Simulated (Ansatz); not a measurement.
# C2H6Al radical: small, medium and large basis sets

One table from this session's results is given with a row withheld; the runs are named, their logs left out.

Program: Ansatz 0.2.0, Gaussian basis. Level of theory: one geometry, several basis sets. These are calculated values, not measurements.

Plan: PBE0-D4/def2-SVP; ωB97M-V/def2-SVP; PBE0-D4/def2-QZVPP; ωB97M-V/def2-QZVPP; the functionals' def2-TZVPP values are taken from earlier runs.

**The relaxed structure**

An earlier PBE0-D4 in a triple-zeta def2 set relaxation fixed the geometry.

9 atoms, charge 0, spin multiplicity 2.

Atoms are counted from 1 here; the program's logs count them from 0.

Bond lengths: C1–Al2 1.972 Å, C1–H4 1.095 Å, C1–H5 1.095 Å, C1–H6 1.095 Å, Al2–C3 1.970 Å, C3–H7 1.097 Å, C3–H8 1.097 Å, C3–H9 1.091 Å. Angles: Al2–C1–H4 111.5°, Al2–C1–H5 111.1°, Al2–C1–H6 111.0°, H4–C1–H5 108.3°, H4–C1–H6 108.2°, H5–C1–H6 106.6°, C1–Al2–C3 118.6°, Al2–C3–H7 109.3°, Al2–C3–H8 109.4°, Al2–C3–H9 114.5°, H7–C3–H8 106.9°, H7–C3–H9 108.2°, H8–C3–H9 108.2°.

The first run:

Input file in.yaml:

```yaml
crystal:
  periodic: [false, false, false]
  atoms:
    - {symbol: C, position_ang: [-0.810682, 1.130628, -0.941489]}
    - {symbol: Al, position_ang: [0.730955, 0.705543, 0.211938]}
    - {symbol: C, position_ang: [0.877252, -1.111394, 0.957803]}
    - {symbol: H, position_ang: [-1.467824, 0.264482, -1.069024]}
    - {symbol: H, position_ang: [-0.481864, 1.460855, -1.931942]}
    - {symbol: H, position_ang: [-1.401501, 1.950049, -0.519741]}
    - {symbol: H, position_ang: [0.915286, -1.838213, 0.137403]}
    - {symbol: H, position_ang: [-0.021771, -1.337921, 1.543504]}
    - {symbol: H, position_ang: [1.748748, -1.270329, 1.594450]}
basis:
  gaussian: {orbitals: def2-SVP}
magnetization: {spin_polarized: true, initial_magnetization: 1}
hamiltonian: {xc: pbe0, dispersion: d4}
output: {orbitals: {seedname: orbitals}}
```

Steps of the session up to this table: PBE0-D4 in def2-SVP; ωB97M-V in def2-SVP; PBE0-D4 in def2-QZVPP; ωB97M-V in def2-QZVPP.

One table of the session follows, with a row left open; its other results are not shown here.

It belongs to the step «Density functionals: the series». 

```
functional       basis  HOMO (eV)  LUMO (eV)
   PBE0-D4    def2-SVP      -4.93      -1.65
   PBE0-D4  def2-TZVPP          ?          ?
   PBE0-D4  def2-QZVPP      -4.99      -1.72
   ωB97M-V    def2-SVP      -6.53      -0.18
   ωB97M-V  def2-TZVPP      -6.57      -0.20
   ωB97M-V  def2-QZVPP      -6.62      -0.36
```

**Question.** Estimate the row for PBE0-D4, def2-TZVPP.

The run gave: HOMO (eV): -4.97; LUMO (eV): -1.68. In the column «HOMO (eV)» it lies between PBE0-D4, def2-QZVPP (-4.99) and PBE0-D4, def2-SVP (-4.93).
